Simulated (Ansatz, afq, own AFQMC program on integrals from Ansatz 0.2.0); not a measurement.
Where AFQMC and coupled cluster stand for C2H7, doublet

```xyz
9

C    -1.2184    0.0000    0.0000
H    -1.5816    1.0273    0.0000
H    -1.5816   -0.5137    0.8897
H    -1.5816   -0.5137   -0.8897
H     0.1026    0.0000    0.0000
C     1.2846    0.0000    0.0000
H     1.2846   -1.0800    0.0000
H     1.2846    0.5400    0.9353
H     1.2846    0.5400   -0.9353
```

Basis cc-pVDZ. Noble-gas cores (and the filled d shells of Ga–Kr and In–Xe) are frozen. AFQMC by an in-house program on the Cholesky factors that Ansatz 0.2.0 writes for its CCSD(T) run. The CISD trial takes its coefficients from CCSD amplitudes. Released means that phaseless walkers are propagated on without the constraint, phases kept. Error bars are statistical, one sigma.

Determinant: UHF, the one that the program's search chose, which needn't be the lowest solution. The geometry is a point of a scan.

No full CI on the walks' own integrals is used here; CCSDT(Q) serves as the reference and is uncertain by about the last step of the cluster series.

Cautions: the released energies move by 1.5 errors or more from one time to the next, so no released level is given (meV from the phaseless value at times in 1/Eh: -8 ± 4 at 0.24, -2 ± 3 at 0.51, -7 ± 3 at 0.99, 6 ± 4 at 1.50).

```
T1 diagnostic                               : 0.0109
weight of the determinant in the CISD state : 0.870
⟨S²⟩ of the determinant                     : 0.785
size of the correlated space                : 15 electrons in 61 orbitals
```

```csv
level,correlation energy (eV)
MP2,-8.4543
CCSD,-9.6455
CCSD(T),-9.8868
```

Problem. Estimate where phaseless AFQMC with a CISD trial lies against CCSD(T) on the same integrals.

Solution. 3.0 ± 0.4 kJ/mol below CCSD(T).

Reference: CCSDT(Q), correlation energy -9.924 eV.

```
        level  E − E(reference) (kJ/mol)  share of correlation (%)
      CCSD(T)                        3.6                     99.63
        CCSDT                        1.1                     99.88
ph-AFQMC/CISD                  0.6 ± 0.4                     99.94
```

A walk keeps the symmetry of its determinant, which the program's search chose and which needn't be the lowest solution, so a lower state of the same spin and another symmetry isn't excluded.
